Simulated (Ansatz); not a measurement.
Mo: from a first guess to the relaxed bcc type

First guess:

```
CELL_PARAMETERS angstrom
-1.57128 1.57128 1.57128
1.57128 -1.57128 1.57128
1.57128 1.57128 -1.57128
ATOMIC_POSITIONS crystal
Mo 0.00000 0.00000 0.00000
```

Level of theory: DFT, PBE, PAW with Ansatz's default frozen-core files, scalar-relativistic in Ansatz 0.2.0.

Cell and atoms relax within the symmetry of the start on a 16×16×16 k mesh with 0.03 eV Fermi–Dirac smearing.

The start is built from a prototype, known or not as a phase of this compound; the cutoff is 420 eV.

(1) What is the pressure of the first guess?

(2) What does it relax to?

(3) How much energy does the relaxation release?

Answers

(1) 4.49 GPa.

(2) a = 3.160 Å, b = 3.160 Å, c = 3.160 Å, α = 90.00°, β = 90.00°, γ = 90.00° (conventional cell), 15.78 Å³ per atom:
```xyz
1
Lattice="-1.5800 1.5800 1.5800 1.5800 -1.5800 1.5800 1.5800 1.5800 -1.5800" Properties=species:S:1:pos:R:3 pbc="T T T"
Mo    0.0000    0.0000    0.0000
```

(3) 4 meV/atom.
